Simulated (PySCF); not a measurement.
How the method moves the HOMO and LUMO of 1,4-cyclohexadiene

Compound: 1,4-cyclohexadiene, C6H8.
Z-matrix (Å and degrees, PBE0-D3(BJ)/def2-SVP geometry), rows numbered from 1:
```
C 
C   1  1.3356
C   2  1.4976  1  123.57
C   3  1.4977  2  113.01  1    -0.02
C   4  1.3356  3  123.42  2     0.02
C   5  1.4976  4  123.57  3    -0.03
H   1  1.0950  2  119.44  3  -179.94
H   2  1.0950  1  119.42  3   179.94
H   3  1.1076  2  109.88  1  -123.09
H   3  1.1076  2  109.86  1   123.01
H   4  1.0950  3  117.14  2  -179.95
H   5  1.0950  4  119.42  3  -179.96
H   6  1.1076  1  109.82  2   123.03
H   6  1.1076  1  109.83  2  -123.11
```

Basis pcSseg-1 throughout (PySCF), one geometry. Isolated species at its PBE0-D3(BJ)/def2-SVP geometry, gas phase.

How do the orbital energies and the gap change with the method?

```csv
method,kind,HOMO (eV),LUMO (eV),gap (eV),SCF cycles
B97-D,GGA,-5.50,-0.57,4.94,13
KT2,GGA,-5.57,-0.67,4.90,13
KT3,GGA,-5.59,-0.61,4.98,13
B3LYP,global hybrid,-6.43,0.16,6.59,12
PBE0,global hybrid,-6.63,0.37,7.00,11
mPW1PW91,global hybrid,-6.66,0.36,7.02,11
```

The HOMO spans 1.16 eV, from B97-D down to mPW1PW91, and the gap runs from 4.90 eV (KT2) to 7.02 eV (mPW1PW91). Over the methods B97-D (0 %), KT2 (0 %), KT3 (0 %), B3LYP (20 %), PBE0 (25 %), mPW1PW91 (25 %), a straight line through the gap against the share of exact exchange rises by 0.83 eV for each 10 % (correlation coefficient 1.000). The dipole is below 0.03 D at every level.

The vertical ΔSCF ionisation energy at B3LYP/def2-SVPD is 8.57 eV; −ε(HOMO) comes closest to it with mPW1PW91 (6.66 eV).
